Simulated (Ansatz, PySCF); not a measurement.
Species: HCl, charge 0, singlet. HCl (chlorane, SMILES Cl).
B3LYP-D3(BJ)/def2-TZVP minimum from Ansatz (a quantum-chemistry and plane-wave program):
```xyz
2

Cl     0.0000     0.0000    -0.0712
H      0.0000     0.0000     1.2108
```

Total energies in hartree (Ansatz). Radicals and triplets start from unrestricted determinants; spin-orbit coupling is neglected. Correlated methods leave the cores frozen. No relativity. Where a partner has so few electrons that a lower coupled-cluster level is exact, that level stands in.

| species | HF/cc-pV(T+d)Z | CCSD(T)/cc-pV(T+d)Z | HF/cc-pV(Q+d)Z | CCSD(T)/cc-pV(Q+d)Z | CCSD(T)/cc-pV(5+d)Z | CCSDT(Q)/cc-pV(5+d)Z |
|---|---|---|---|---|---|---|
| 1: HCl (chlorane, SMILES Cl) | -460.10776 | -460.33979 | -460.11172 | -460.36384 | -460.37092 | -460.37184 |
| 2: Cl (doublet) | -459.48556 | -459.67356 | -459.48916 | -459.69449 | -459.70060 | -459.70154 |
| 3: H (doublet) | -0.49981 | -0.49981 | -0.49995 | -0.49995 | -0.49999 | -0.49999 |

Question: Work out the enthalpy of formation at 298 K (by atomisation, with ideal-gas terms from PySCF's Hessian at B3LYP-D3(BJ)/def2-TZVP and the atoms' measured values of the G2/97 table; no spin-orbit terms) in kcal/mol: take Hartree-Fock from cc-pV(Q+d)Z, extrapolate the CCSD(T) correlation energy as X^-3 (X = 3, 4), and add CCSDT(Q) - CCSD(T) in cc-pV(5+d)Z. The further terms named in the bracket sum to +0.13448 hartree. 1 hartree = 627.51 kcal/mol.

Answer: 
Species 1: correlation (64·(-0.25212) - 27·(-0.23203))/37 = -0.26678; step -0.00092; E1 = -460.11172 + (-0.26678) + (-0.00092) = -460.37942
Species 2: correlation (64·(-0.20533) - 27·(-0.18800))/37 = -0.21798; step -0.00094; E2 = -459.48916 + (-0.21798) + (-0.00094) = -459.70808
Species 3: correlation (64·(0.00000) - 27·(0.00000))/37 = 0.00000; step +0.00000; E3 = -0.49995 + (0.00000) + (+0.00000) = -0.49995
+1·E1 -1·E2 -1·E3 +0.13448 = -0.03691 hartree = -23.2 kcal/mol. Measured: -22.0 kcal/mol, -92.2 kJ/mol (Active Thermochemical Tables 1.112 (ions: stationary electron), as tabulated in the package chemicals); atomic spin-orbit terms, which the calculations lack, would raise the computed values. The composite differs from it by -1.1 kcal/mol; core, relativistic and spin-orbit terms are not in it.
